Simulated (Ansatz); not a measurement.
# [H···H···O], triplet along the distance H1-H2

Starting geometry:

```xyz
3

H     0.0000    0.0000   -0.9980
H     0.0000    0.0000   -0.2530
O     0.0000    0.0000    1.2510
```

From there H2 is moved from one fragment to the other while all else, the fragments' distance too, stays fixed, so the hump isn't the reaction's barrier; atoms are numbered as listed. Energies are in kcal/mol, counted from the starting geometry at the same level. Kohn–Sham curves are unrestricted where that lies lower.

Basis cc-pVTZ; Ansatz 0.2.0. Only valence electrons are correlated (noble-gas cores frozen). R marks a restricted (for open shells ROHF) determinant, U an unrestricted one.

For open shells CISD is restricted-active-space CI with the open shells as a complete middle space. A value is left out where its run failed or describes another state than the reference as far as symmetry and spin tell, or, spin-broken singlets apart, can't be checked.

Full CI isn't at hand for all of this; UCCSDT(Q) serves as the reference, and is uncertain by about the last step of the cluster series. The frozen core follows each run's orbitals, which can shift R against U totals by a few meV.

```
distance H1-H2 (Å)  UCCSDT(Q)  curve A  curve B  curve C  curve D
             0.745        0.0      0.0      0.0      0.0      0.0
             0.818        2.1      3.1      3.0      0.6      2.2
             0.965        7.7     11.7     10.1        –      7.9
             1.112        5.5      8.1      4.1      2.8      5.6
             1.259        0.4      1.2     -4.4      0.4      0.4
```

Problem. The curves come from B3LYP, CISD, RCCSD(T), UMP2. Compare each with UCCSDT(Q) and say which is which.

Solution. A: CISD, B: UMP2, C: B3LYP, D: RCCSD(T). Spread of the error against UCCSDT(Q), over the points where both stand: A 3.9, B 7.2, C 2.7, D 0.2 kcal/mol.
